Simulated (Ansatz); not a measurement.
System: TlInSe₂ (I4/mcm, No. 140). Method: HSE06 (plane waves, PAW; Ansatz, a program for electronic structure).

Run with plane-wave cutoff 460 eV, 4×4×4 k mesh, Fermi–Dirac smearing 0.01 eV, scalar-relativistic PAW data made under PBE.

Computed at the level's own relaxed cell.

Problem. Estimate the band gap, direct gap at Γ, lattice parameter a and c axis length that the calculation returns.

Solution. 
band gap: 1.25 eV (on the SCF k mesh)
direct gap at Γ: 3.85 eV
lattice parameter a: 8.212 Å
c axis length: 6.913 Å

Measured, for comparison: band gap 1.12 eV (temperature not stated, not corrected to a static lattice, thermal gap; as tabulated in arXiv:0804.1639).

Note: the cell comes from a level without a dispersion term, which matters for the spacing of layers, chains or molecules.

Spin–orbit coupling is not included; with these elements it can move the gap by several tenths of an eV or more.

Computed values are for the static lattice.
